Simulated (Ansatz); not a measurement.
# CH3OSi: the cost of one run

Method: UKS PBE/cc-pVDZ, in Ansatz 0.2.0.

### Step 1. The system as given

Bond lengths: O1–C2 1.230 Å, C2–Si3 1.846 Å, C2–H4 1.110 Å, Si3–H5 1.452 Å, Si3–H6 1.448 Å. Angles: O1–C2–Si3 124.1°, O1–C2–H4 119.3°, Si3–C2–H4 116.7°, C2–Si3–H5 118.9°, C2–Si3–H6 122.6°, H5–Si3–H6 118.6°.

Structure file:

```xyz
6

O    -0.4055   -1.6738    0.9157
C    -0.2427   -0.9394   -0.0573
Si    0.2195    0.8441    0.0592
H    -0.3775   -1.3530   -1.0781
H     0.3823    1.6072   -1.1654
H     0.4239    1.5151    1.3260
```

### Step 2. Preparing the start

Input file input.yaml:

```yaml
crystal:
  periodic: [false, false, false]
  atoms:
    - { symbol: O, position_ang: [-0.4055, -1.67382, 0.91567] }
    - { symbol: C, position_ang: [-0.24267, -0.93941, -0.05732] }
    - { symbol: Si, position_ang: [0.21951, 0.84406, 0.05921] }
    - { symbol: H, position_ang: [-0.3775, -1.35303, -1.07815] }
    - { symbol: H, position_ang: [0.38231, 1.60715, -1.16541] }
    - { symbol: H, position_ang: [0.42385, 1.51506, 1.32599] }
magnetization:
  spin_polarized: true
  initial_magnetization: 1
basis:
  gaussian: { orbitals: cc-pVDZ }
hamiltonian:
  xc: pbe
relax:
  f_tol: 0.02
  max_steps: 40
output:
  orbitals: {}
```

Command:

```
$ ansatz run input.yaml --threads 1 --pin off --max-ram 2048MiB --backend cpu --events-out ev --progress --plain --runs-dir out
```

**Question.** How long does this run take on 1 thread of Arm Neoverse V2, shared host, and how much memory does it need?

About 32 s, with a peak of 0.14 GiB.
